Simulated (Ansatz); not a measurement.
**Worked example: the barrier**

An elementary step of SiH5SO, doublet (SiH₄O ([OH][SiH3]) + HS → SiH₃O ([OH][SiH2]) + H₂S; bonds formed: H1–S4; bonds broken: H1–Si2). “Start” is the structure reached by relaxing down from the saddle towards the reactants; PBE0-D4/def2-TZVP structures. The saddle:

| atom | x (Å) | y (Å) | z (Å) |
| --- | --- | --- | --- |
| H1 | 0.2501 | -0.0196 | 1.0835 |
| Si2 | 0.6548 | 0.3949 | -0.6359 |
| O3 | -0.7749 | 1.0207 | -1.1353 |
| S4 | -0.8291 | -0.6163 | 1.9952 |
| H5 | 1.7055 | 1.3980 | -0.9359 |
| H6 | 0.9697 | -0.9325 | -1.2345 |
| H7 | -1.5611 | 0.5980 | -0.7784 |
| H8 | -0.4153 | -1.8432 | 1.6414 |

Program: Ansatz 0.2.0. Basis: def2-TZVPP and def2-QZVPP. Cores are frozen in the correlated methods; orbitals are unrestricted.

Energies in eV:

| quantity | saddle | start |
| --- | --- | --- |
| Hartree–Fock, triple zeta (X = 3) | -20796.90058 | -20797.57635 |
| Hartree–Fock, quadruple zeta (X = 4) | -20797.57840 | -20798.24908 |
| MP2 correlation, X = 3 | -15.11207 | -14.70418 |
| MP2 correlation, X = 4 | -16.35166 | -15.92254 |
| CCSD(T) correlation, X = 3 | -16.92935 | -16.55774 |

Work out the barrier at the basis limit: extrapolate Hartree–Fock as E(X) = E∞ + A exp(−7.88 √X) and the MP2 correlation as E(X) = E∞ + B X^−2.97 (the exponents that Neese and Valeev fitted for def2-TZVPP and QZVPP), then add CCSD(T) − MP2 in triple zeta.

Each step is linear, so take the differences first (saddle − start): Hartree–Fock 0.67577 (X = 3) and 0.67068 (X = 4); MP2 correlation -0.40789 and -0.42912; CCSD(T) correlation -0.37161.
Two points give E∞ = E(4) + w [E(4) − E(3)], with w = 1/(exp(7.88 (2 − √3)) − 1) = 0.1377 for Hartree–Fock and w = 1/((4/3)^2.97 − 1) = 0.7407 for the correlation.
Hartree–Fock: 0.67068 + 0.1377 × (-0.00509) = 0.6700 eV.
MP2 correlation: -0.42912 + 0.7407 × (-0.02123) = -0.4448 eV.
CCSD(T) − MP2: -0.37161 − (-0.40789) = 0.0363 eV.
Sum: 0.6700 + (-0.4448) + 0.0363 = 0.2615 eV, or 6.03 kcal/mol. Plain CCSD(T) in triple zeta gives 0.3042 eV, so the larger basis shifts the result by -0.0427 eV.

No T1 diagnostic of these runs exceeds 0.016. ⟨S²⟩ of the unrestricted Hartree–Fock references: 0.75 to 0.79 (a pure state has 0.75).

Radical steps of this kind take place in plasma deposition and etching.

Labels in which every atom is bracketed show which atoms are joined, not bond orders.

For scale, one of the runs: CCSD(T)/def2-TZVPP, 185 basis functions (an equivalent command: `ansatz run in.yaml --threads 4`). Hardware: 4 CPU threads, shared host. Wall time 37 s; peak host memory 4.7 GiB.
